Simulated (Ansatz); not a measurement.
A made-up structure of AlBH₃F, closed shell:

```json
{"atom": "F1", "x (Å)": "-0.2600", "y (Å)": "-1.8679", "z (Å)": "0.0387"}
{"atom": "B2", "x (Å)": "-0.5965", "y (Å)": "-0.6152", "z (Å)": "-0.3099"}
{"atom": "Al3", "x (Å)": "0.5312", "y (Å)": "0.5912", "z (Å)": "0.2713"}
{"atom": "H4", "x (Å)": "-1.5576", "y (Å)": "-0.2473", "z (Å)": "-0.9571"}
{"atom": "H5", "x (Å)": "1.7281", "y (Å)": "0.9318", "z (Å)": "-0.7612"}
{"atom": "H6", "x (Å)": "0.1547", "y (Å)": "1.2073", "z (Å)": "1.7182"}
```

It is relaxed with PBE-D4/def2-SVP and then PBE0-D4/def2-TZVP (Ansatz 0.2.0). Atoms count as bonded within 1.22 times the sum of their covalent radii (H–H: 0.88 Å). The end point is not checked to be a true minimum.

(1) Does its bonding change? (Judge from chemistry; the calculation decides.)

## Answers

(1) The calculation gives: No: no bond forms or breaks.

Where it ends: The first stage lowers the energy by 1.67 eV in 11 steps. It ends as AlBH₃F ([F][BH][AlH2]):
```xyz
6
angstrom
F -0.5304 -2.0562 -0.1086
B -0.7292 -0.7692 -0.3747
Al 0.6554 0.7315 0.3324
H -1.7243 -0.5465 -1.0254
H 1.8891 1.1934 -0.5618
H 0.4393 1.4471 1.7381
```

Labels in which every atom is bracketed show which atoms are joined, not bond orders.

For scale, one of the runs: PBE0-D4/def2-TZVP relaxation, 117 basis functions, launched by `ansatz run in.yaml --threads 2 --pin off --events-out ev --progress --plain --max-ram 4352MiB`. The run took about 7 s on 2 CPU threads of an Intel Xeon Platinum 8488C (shared host).
